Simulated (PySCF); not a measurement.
`ClCCl`. Theory: PBE0-D3(BJ)/def2-SVP geometry optimisation, gas phase (PySCF).

```
atom  x, y, z in Å
Cl1   -1.8015    0.8573    0.1796
C2    -0.3282   -0.1184    0.2189
Cl3    1.1516    0.8397    0.0897
H4    -0.3026   -0.6623    1.1698
H5    -0.3578   -0.8165   -0.6254
```

**Question.** Which two atoms are farthest apart?

**Answer.** Cl1···Cl3, 2.95 Å; the next longest distance is 2.35 Å.

**Question.** Work out the bond lengths Cl1–C2, C2–Cl3, C2–H4, C2–H5 in pm.

**Answer.** For Cl1–C2 the difference vector is (1.4733, -0.9757, 0.0393) Å, of length 1.7675 Å. Cl1–C2 176.8; C2–Cl3 176.8; C2–H4 109.6; C2–H5 109.6 pm.

**Question.** How far apart are these pairs, which share no bond: H4···H5?

**Answer.** H4···H5 1.803 Å (2 bonds apart).

**Question.** What are the angles Cl1–C2–H4, Cl1–C2–Cl3, Cl3–C2–H5, H4–C2–H5, Cl1–C2–H5, Cl3–C2–H4?

**Answer.** From the scalar product of the two bond vectors; for Cl1–C2–H4 it is -0.6058 Å² over 1.7675 × 1.0958 Å², cos θ = -0.3128. Cl1–C2–H4 108.2°; Cl1–C2–Cl3 113.4°; Cl3–C2–H5 108.2°; H4–C2–H5 110.7°; Cl1–C2–H5 108.2°; Cl3–C2–H4 108.2°.

**Question.** What is the repulsion energy of the bare nuclei, Σ ZA·ZB/RAB?

**Answer.** 134.22 Eh over 10 pairs, with full nuclear charges and distances in bohr; the largest single term is 51.76 Eh (Cl1 with Cl3).

**Question.** Where is the centre of mass (commonest isotopes), and what is the radius of gyration?

**Answer.** Mass 83.953 u; centre at (-0.326, 0.672, 0.150) Å; Rg = √(Σ m r²/M) = 1.415 Å. As Ia + Ib + Ic = 2 Σ m r², the three principal moments sum to 336.1 u·Å².

Stationary, but not proved a minimum.
